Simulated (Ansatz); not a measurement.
# SiNH₄ (quartet): wave-function methods side by side at distance Si1–H5 along a hydrogen transfer = 1.680 Å, cc-pVDZ

One table from this session's results is given with a row withheld; the runs are named, their logs left out.

Method: cc-pVDZ, core rule «outside noble gas», up to 6 orbitals frozen; program: Ansatz 0.2.0, Gaussian basis.

Plan: UHF; CCSD(T) on ROHF; CCSD(T) on UHF; BCCD(T) on ROHF; CISD; CCSDT(Q) on ROHF; CCSDT(Q) on UHF; CASSCF and MRCISD+Q, 5 electrons in 5 orbitals; CASSCF and NEVPT2, 5 electrons in 5 orbitals.

11 further runs of the same task are left out: 1 for a mislabelled method, 8 that didn't finish, 2 set aside as unsound or not needed.

**The geometry**

The geometry derives from fragments relaxed apart (PBE0/def2-TZVP) and kept rigid, so it is no stationary point. A hydrogen atom is moved between rigid fragments.

6 atoms, charge 0, spin multiplicity 4.

Atoms are counted from 1 here; the program's logs count them from 0.

Bond lengths: Si1–H2 1.485 Å, Si1–H3 1.485 Å, Si1–H4 1.485 Å, Si1–H5 1.680 Å. Angles: H2–Si1–H3 109.5°, H2–Si1–H4 109.5°, H2–Si1–H5 109.5°, H3–Si1–H4 109.5°, H3–Si1–H5 109.5°, H4–Si1–H5 109.5°.

The first run:

in.yaml reads:

```yaml
crystal:
  periodic: [false, false, false]
  atoms:
    - {symbol: Si, position_ang: [-0.978156, 0.000000, 0.000000]}
    - {symbol: H, position_ang: [-1.473028, 1.399708, 0.000000]}
    - {symbol: H, position_ang: [-1.473027, -0.699854, 1.212183]}
    - {symbol: H, position_ang: [-1.473028, -0.699854, -1.212183]}
    - {symbol: H, position_ang: [0.701844, 0.000000, 0.000000]}
    - {symbol: N, position_ang: [2.228844, 0.000000, 0.000000]}
basis:
  gaussian: {orbitals: cc-pVDZ}
magnetization: {spin_polarized: true, initial_magnetization: 3}
hamiltonian: {xc: hf}
output: {orbitals: {seedname: orbitals}}
```

Started as:

```
$ ansatz run in.yaml --threads 1 --pin off --events-out ev --progress --plain --max-ram 2393MiB
```

Steps of the session up to this table: UHF; CCSD(T) on ROHF; CCSD(T) on UHF; BCCD(T) on ROHF; CISD; CCSDT(Q) on ROHF; CCSDT(Q) on UHF; CASSCF and MRCISD+Q, 5 electrons in 5 orbitals; CASSCF and NEVPT2, 5 electrons in 5 orbitals.

One of the session's tables, all rows but one given; the rest of the session is left out.

```
       method  from UCCSDT(Q) (kcal/mol)
         ROHF                    +161.58
          UHF                    +157.46
         RMP2                     +34.51
         UMP2                     +33.72
         CISD                     +16.06
        RCCSD                      +3.59
        UCCSD                          ?
     RCCSD(T)                      +0.79
     UCCSD(T)                      +0.75
      BCCD(T)                      +0.78
       RCCSDT                      +0.15
       UCCSDT                      +0.11
    RCCSDT(Q)                      +0.04
    UCCSDT(Q)                          0
  CASSCF pair                    +149.39
  NEVPT2 pair                     +32.55
  MRCISD pair                     +13.87
MRCISD+Q pair                      +0.94
```

Estimate the missing values for UCCSD.

As computed: from UCCSDT(Q) (kcal/mol): +3.50. In the column «from UCCSDT(Q) (kcal/mol)» it lies between MRCISD+Q pair (+0.94) and RCCSD (+3.59).

Among the levels timed on like hardware and quicker than the yardstick, those that no quicker one beats, quickest first: NEVPT2 pair (0.63 s, +32.55 kcal/mol); UCCSD(T) (1.2 s, +0.75 kcal/mol).

To keep in mind: Of the multireference levels listed MRCISD+Q pair comes nearest in total energy (+0.94 kcal/mol), which doesn't show that its space is the better one. Restricted and unrestricted rows rest on different reference determinants; where their highest levels disagree by more than a few hundredths of an eV, they describe different states and don't form one ladder.
